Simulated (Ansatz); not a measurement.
Abridged output of a molecular run in Ansatz:

```
Functional definition: HF
1386 factors; integrals over basis functions are off by at most 8.1e-4 eV
mean field evaluation 1: about -7694.6125 eV, gradient 4.6e1 eV
mean field evaluation 2: about -7694.9023 eV, gradient 4.6e1 eV
mean field evaluation 4: about -7699.0615 eV, gradient 4.1e0 eV
mean field evaluation 8: about -7699.1268 eV, gradient 4.2e-1 eV
mean field -7699.12797495 eV, -282.9377344229 hartree, gradient 8.8e-6 eV, S^2 0.000000; 0 other end points of the search recorded, 0 dependent functions left out
5 core orbitals not correlated: weight in the atoms' cores, before any rotation towards them, 1.000 or more for the frozen orbitals, at most 0.000 for the correlated occupied ones
reference -7699.12797495 eV, -282.9377344229 hartree; 15, 15 occupied and 205, 205 virtual orbitals, 1386 factors
second order -27.41031878 eV of doubles, -0.00000000 eV of singles
cycle   1  -27.16160934 eV  change    2.5e-1 eV  update   1.1e-1
cycle   2  -27.79992151 eV  change   -6.4e-1 eV  update   3.2e-2
cycle   3  -27.94484771 eV  change   -1.4e-1 eV  update   1.6e-2
cycle   4  -27.92745864 eV  change    1.7e-2 eV  update   3.6e-3
cycle   5  -27.92689524 eV  change    5.6e-4 eV  update   1.5e-3
cycle   6  -27.92733096 eV  change   -4.4e-4 eV  update   4.4e-4
cycle   7  -27.92697104 eV  change    3.6e-4 eV  update   1.4e-4
cycle   8  -27.92689376 eV  change    7.7e-5 eV  update   6.5e-5
cycle   9  -27.92692205 eV  change   -2.8e-5 eV  update   2.5e-5
perturbative correction -1.15239845 eV, -0.0423498620 hartree
Total energy: -7728.20729545 eV, -284.0063797408 hartree
```

Its atoms:

Cartesian coordinates in Å:
```
C 0.520 0.315 -1.200
N 0.660 0.341 0.234
C -0.261 -0.169 0.930
O -1.394 -0.754 0.526
O -0.215 -0.189 2.261
H -0.368 0.861 -1.552
H 0.476 -0.708 -1.604
H 1.386 0.795 -1.656
H -1.419 -0.734 -0.437
H 0.616 0.242 2.497
```

Question: Which basis set was used?
A. def2-QZVPP
B. def2-TZVPPD
C. def2-TZVPP
D. def2-SVPD

Answer: C. It gives 225 functions.

Question: Write the keys of the input that set method, charge and spin (a neutral closed shell needs none for the last two).

Answer: 
```yaml
correlation: {method: ccsd_t}
```
